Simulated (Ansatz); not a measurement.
## Isomers and spin states of CHN

Ansatz 0.2.0, functionals in def2-QZVPP, HF, MP2 and coupled cluster extrapolated from def2-TZVPP and def2-QZVPP (exp(−7.88 √X), X^−2.97); geometries are PBE0/def2-TZVP minima. Wave-function levels freeze the cores; HF, MP2 and coupled cluster are restricted for singlets and unrestricted otherwise, Kohn–Sham unrestricted where that lies lower. The best estimate adds to that CCSD(T) limit the step from CCSD(T) to the highest level run in a smaller set (CCSDT(Q)/cc-pVDZ, CCSDTQ/cc-pVDZ). It lacks core correlation, which semilocal and hybrid functionals hold and which counts in their errors here, (a few kJ/mol in atomization energies of light atoms) is good to about 1 kcal/mol where the step is under 0.06 eV, as here, and is no measured value. Energies are electronic, without zero-point terms. No spin–orbit coupling and no scalar relativity. The species are chosen: bound, without strong static correlation by their natural occupations or amplitudes, and with a ladder that closes on the reference, so errors are smaller than for species at large; levels whose determinant breaks symmetry or spin markedly are left out.

A. singlet; C–N 1.146, C–H 1.069, angle at C 180°. Coordinates (Å): N 0.000 0.000 1.120; C 0.000 0.000 -0.026; H 0.000 0.000 -1.094
B. singlet; C–N 1.163, N–H 0.997, angle at N 180°. Coordinates (Å): N 0.000 0.000 0.055; C 0.000 0.000 -1.108; H 0.000 0.000 1.052

**Question.** From bonding and spin, estimate the order of these in energy at the best estimate, each at its own geometry.

**Answer.** At the best estimate, above the lowest of those listed: A (0.0 kcal/mol), B (14.7 kcal/mol).

| level | B less A (kcal/mol) |
| --- | --- |
| the best estimate | 14.7 |
| MP2 | 17.4 |
| CCSD | 14.4 |
| CCSD(T) | 14.7 |
| PBE | 14.9 |
| BLYP | 15.0 |
| r2SCAN | 14.4 |
| B3LYP | 14.0 |
| wB97M-V | 12.4 |

Every level shown puts the same form lowest.

The geometries are PBE0's.
